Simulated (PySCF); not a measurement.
Cyclopropanone, C₃H₄O, SMILES O=C1CC1, point group C2v.

Force field and properties: PBE0/pcSseg-1 (PySCF, grid level 2). Vibrational terms come from second-order perturbation theory with semi-diagonal cubic constants, by steps of ±0.6 along the normal coordinates of each isotopologue. The parent has the commonest isotopes.

Equilibrium geometry (Å):

```csv
atom,x,y,z
O1,1.6407,1.3578,-0.0835
C2,0.7212,0.5974,-0.0435
C3,0.2634,-0.7919,-0.0354
C4,-0.7276,0.4099,0.0315
H5,0.4024,-1.3880,0.8666
H6,0.3048,-1.3663,-0.9609
H7,-1.3330,0.6199,-0.8503
H8,-1.2357,0.5987,0.9772
```

**Question.** How much do zero-point and thermal motion change the parent's shieldings?

**Answer.** 
| atom | σe (ppm) | anharmonic part, 0 K | harmonic part, 0 K | Δσ at 0 K | Δσ at 100 K | Δσ at 300 K |
| --- | --- | --- | --- | --- | --- | --- |
| O1 | -318.94 | -0.47 | -4.10 | -4.57 | -4.69 | -5.97 |
| C2 | -28.80 | 0.15 | -0.91 | -0.75 | -0.78 | -0.98 |
| C3 | 181.52 | -0.82 | -4.44 | -5.26 | -5.29 | -5.90 |
| H5 | 30.03 | -0.08 | -0.63 | -0.70 | -0.71 | -0.74 |

**Question.** And the bond lengths, in the parent and with ¹³C at 2?

**Answer.** 
```csv
bond,re (Å),⟨r⟩ at 0 K,between mean positions,"⟨r⟩, labelled"
O1–C2,1.1938,1.1981,1.1946,1.1980
C2–C3,1.4628,1.4702,1.4681,1.4701
C3–C4,1.5590,1.5709,1.5696,1.5709
C3–H5,1.0901,1.1104,1.0924,1.1104
```

The study (163 SCF points, 88 basis functions) took 8.8 min on 1 thread of Intel Xeon Platinum 8488C, on a host shared with other jobs (rough), peak memory 0.49 GiB, launched as `OMP_NUM_THREADS=1 python ens_run.py task.json out`.
